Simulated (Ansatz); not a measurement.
For A-type hexagonal La₂O₃, RPBE in Ansatz (PAW) gives:

- lattice constant a = 3.964 Å
- c axis length = 6.289 Å
- bulk modulus B0 = 101 GPa
- band gap = 3.87 eV

### Question
What does r²SCAN+rVV10 in Ansatz (PAW) give for the same quantities?

### Answer

- lattice constant a: 3.928 Å (decreases by 0.9 %)
- lattice parameter c: 6.075 Å (drops by 3.4 %)
- bulk modulus: 119 GPa (increases by 18 %)
- band gap: 4.17 eV (rises by 0.30 eV)

For comparison: lattice constant a 3.934 Å (measured, 300 K, no zero-point or thermal correction, our sources range from 3.934 to 3.940; as tabulated in Santana et al. (2016), arXiv:1608.06321); lattice parameter c 6.13 Å (measured, temperature not stated, no zero-point or thermal correction; as tabulated in Rustad et al. (2011), arXiv:1107.4261); bulk modulus 113 GPa (measured, 300 K, not corrected to a static lattice; as tabulated in Santana et al. (2016), arXiv:1608.06321).

Changes are worked out from the printed values.

Unless a cell is named, each level is at its own relaxed cell (RPBE 17.12, r²SCAN+rVV10 16.24 Å³/atom).

Levels without +SOC have no spin–orbit coupling; where heavier elements are present it shifts gaps, mostly down, and can invert bands. Density-functional gaps are differences of (generalised) Kohn–Sham levels.

Ansatz's density-functional and Hartree–Fock values are scalar-relativistic unless marked +SOC, with PAW data made under PBE.

Ansatz is a quantum-chemistry and plane-wave program.
